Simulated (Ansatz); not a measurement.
A made-up structure of CH₄B (charge +1), closed shell:

```
6
angstrom
B 0.1536 -0.6715 -0.6740
C -0.0779 0.3407 0.3420
H 0.3411 -1.4914 -1.4969
H -0.4793 -0.1224 1.2593
H 0.8654 -1.5629 -0.5282
H -0.8027 1.0888 -0.0213
```

It is relaxed with PBE-D4/def2-SVP and then PBE0-D4/def2-TZVP (Ansatz 0.2.0). Atoms count as bonded within 1.22 times the sum of their covalent radii (H–H: 0.88 Å). The end point is not checked to be a true minimum.

Problem. Does its bonding change? (A judgement: the text doesn't fix the answer.)

Solution. By the calculation: Yes. Formed: C2–H5; broken: B1–H5.

Where it ends: The first stage lowers the energy by 4.48 eV in 17 steps. It ends as CH₄B ([BH][CH3]), total charge +1:
B1  (-0.193, -1.030, -0.893)
C2  (0.098, -0.085, 0.172)
H3  (-0.429, -1.794, -1.756)
H4  (-0.488, -0.331, 1.073)
H5  (1.170, -0.118, 0.429)
H6  (-0.157, 0.940, -0.145)
(Å)

Labels in which every atom is bracketed show which atoms are joined, not bond orders.

For scale, one of the runs: PBE0-D4/def2-TZVP relaxation, 86 basis functions, launched by `ansatz run in.yaml --threads 2 --pin off --events-out ev --progress --plain --max-ram 4352MiB`. Hardware: 2 CPU threads of an Arm Neoverse V1, shared host. Wall time about 2.8 s.
